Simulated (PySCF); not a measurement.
# One shape, several levels: NO2F (nitryl fluoride)

We compute a comparison of 5 runs (HF/STO-3G, HF/3-21G, B3LYP/6-31G*, B2PLYP/cc-pVTZ, SCS-MP2/cc-pVTZ) of NO2F (nitryl fluoride). Input form: a Python script.

The results are computed with PySCF 2.14.0.

2 further runs of the same task are left out: 2 set aside as unsound or not needed.

## (1) The structure to begin with

NO2F: 4 atoms, total charge 0, spin state singlet. SMILES: `O=[N+]([O-])F`. The coordinates come from a GFN2-xTB relaxation.

Bond lengths: O1–N2 1.145 Å, N2–O3 1.145 Å. Angles: O1–N2–O3 140.2°. A long bond or contact: N2–F4 1.545 Å.

## (2) A single-point energy at HF/STO-3G (run 1)

File mol.xyz:

```xyz
4

O      0.188740     0.465950     1.115660
N      0.109710    -0.098240     0.122020
O      0.475520    -1.064170    -0.373030
F     -0.773970     0.696460    -0.864650
```

File job.py:

```python
# nitryl fluoride
from pyscf import gto, scf

system = gto.Mole()
system.atom = 'mol.xyz'
system.basis = 'sto-3g'
system.max_memory = 1860
system.verbose = 3
system.charge = 0
system.spin = 0
system.build()

hf = scf.RHF(system)
hf.conv_tol = 1e-10
hf.kernel()
if not hf.converged:
    hf = hf.newton().run(hf.mo_coeff, hf.mo_occ)

etot = hf.e_tot
print('E = %.10f Eh' % etot)
```

The run is started by

```
$ OMP_NUM_THREADS=1 python job.py
```

The log of the run:

```text
converged SCF energy = -299.204664921779
E = -299.2046649218 Eh
```

Wall time 2 s (1 thread of Intel Xeon at 2.50GHz (Skylake/Cascade Lake), shared host); peak memory 0.1 GiB.

## (3) A single-point energy at HF/3-21G (run 2)

File calc.py:

```python
from pyscf import gto

mol = gto.M(
    atom='''
O    0.188740   0.465950   1.115660
N    0.109710  -0.098240   0.122020
O    0.475520  -1.064170  -0.373030
F   -0.773970   0.696460  -0.864650
''',
    max_memory=1860,
    basis='3-21g',
    verbose=3,
)

mf = mol.RHF()
mf.conv_tol = 1e-10
mf.kernel()
if not mf.converged:
    mf = mf.newton().run(mf.mo_coeff, mf.mo_occ)

e_tot = mf.e_tot
print('Final energy', e_tot)
```

The run is started by

```
$ OMP_NUM_THREADS=1 python calc.py
```

The log of the run:

```text
converged SCF energy = -301.670369227829
Final energy -301.67036922782904
```

Run time: 3.6 s. Hardware: 1 thread of Intel Xeon at 2.50GHz (Skylake/Cascade Lake), shared host; peak memory 0.12 GiB.

## (4) The energy at B3LYP/6-31G(d) (spherical functions) (run 3)

File calc.py:

```python
from pyscf import gto, dft

system = gto.M(
    atom='''
O      0.356667     0.880518     2.108292
N      0.207322    -0.185647     0.230584
O      0.898603    -2.010990    -0.704925
F     -1.462591     1.316119    -1.633952
''',
    max_memory=1860,
    verbose=3,
    unit='bohr',
    basis='6-31g*',
    spin=0,
)

calc0 = dft.RKS(system)
calc0.xc = 'b3lyp'
calc0.grids.level = 5
calc0.conv_tol = 1e-10
calc0.kernel()
if not calc0.converged:
    calc0 = calc0.newton().run(calc0.mo_coeff, calc0.mo_occ)

e_tot = calc0.e_tot
print('Final energy', e_tot)
```

The run is started by

```
$ OMP_NUM_THREADS=1 python calc.py
```

The log of the run:

```text
converged SCF energy = -304.86748652172
Final energy -304.8674865217198
```

It took 19 s on 1 thread of Intel Xeon at 2.50GHz (Skylake/Cascade Lake), shared host; peak memory 0.3 GiB.

Run 4 isn't shown in full; the table further down has it.

## (5) A single-point energy at SCS-MP2/cc-pVTZ (run 5)

File input.xyz:

```xyz
4
FNO2
O      0.188740     0.465950     1.115660
N      0.109710    -0.098240     0.122020
O      0.475520    -1.064170    -0.373030
F     -0.773970     0.696460    -0.864650
```

File input.py:

```python
# nitryl fluoride
from pyscf import gto, mp

system = gto.M(
    atom='input.xyz',
    verbose=3,
    basis='cc-pvtz',
    max_memory=1860,
    charge=0,
)

mf = system.RHF()
mf.conv_tol = 1e-10
mf.kernel()
if not mf.converged:
    mf = mf.newton().run(mf.mo_coeff, mf.mo_occ)

pt = mp.MP2(mf, frozen=4).run()
e_tot = mf.e_tot + 1.2 * pt.e_corr_os + pt.e_corr_ss / 3
print('Final energy', e_tot)
```

The run is started by

```
$ OMP_NUM_THREADS=1 python input.py
```

The log of the run:

```text
converged SCF energy = -303.523280776584
E(RMP2) = -304.479503931565  E_corr = -0.956223154980952
E(SCS-RMP2) = -304.446001732671  E_corr = -0.922720956086993
Final energy -304.446001732671
```

It took 15 s on 1 thread of Intel Xeon at 2.50GHz (Skylake/Cascade Lake), shared host; peak memory 0.39 GiB.

## (6) The series

| run | level | integration grid | frozen core orbitals | energy (Eh) | dipole moment (D) of the reference | HOMO energy (eV) | LUMO energy (eV) | wall time |
| --- | --- | --- | --- | --- | --- | --- | --- | --- |
| 1 | HF/STO-3G | – | – | -299.204665 | 0.13 | -10.40 | 5.69 | 2 s |
| 2 | HF/3-21G | – | – | -301.670369 | 0.82 | -14.63 | 1.86 | 3.6 s |
| 3 | B3LYP/6-31G* (spherical functions) | 5 | – | -304.867487 | 1.01 | -9.82 | -2.34 | 19 s |
| 4 | B2PLYP/cc-pVTZ | 5 | 4 | -304.826812 | 1.16 | -12.54 | -0.76 | 56 s |
| 5 | SCS-MP2/cc-pVTZ | – | 4 | -304.446002 | 1.10 | -15.20 | 2.16 | 15 s |

## (7) What came out

| quantity | value |
| --- | --- |
| run 5: total energy | -304.44600 Eh |
| run 5: dipole moment (Hartree–Fock density) | 1.10 D |
| run 5: HOMO energy (Hartree–Fock orbitals) | -15.20 eV |
| run 5: LUMO energy (Hartree–Fock orbitals) | 2.16 eV |
| run 5: HOMO–LUMO gap (Hartree–Fock orbitals) | 17.35 eV |
| run 5: correlation energy (4 core orbitals frozen) | -922.7 mEh |

What this shows: Over runs 1, 2, 3, 4 the dipole moment (its size) runs from 0.13 D (HF/STO-3G) to 1.16 D (B2PLYP/cc-pVTZ). The two ends differ in method and basis. The two dipoles point in opposite directions. A double hybrid's value is that of its SCF part. Over runs 1, 2, 3, 4 the HOMO–LUMO gap runs from 7.48 eV (B3LYP/6-31G*) to 16.49 eV (HF/3-21G). Totals of different functionals can't be ranked against each other. In run 1 the basis is minimal, so the values are rough. All runs together took 96 s, the longest 56 s.
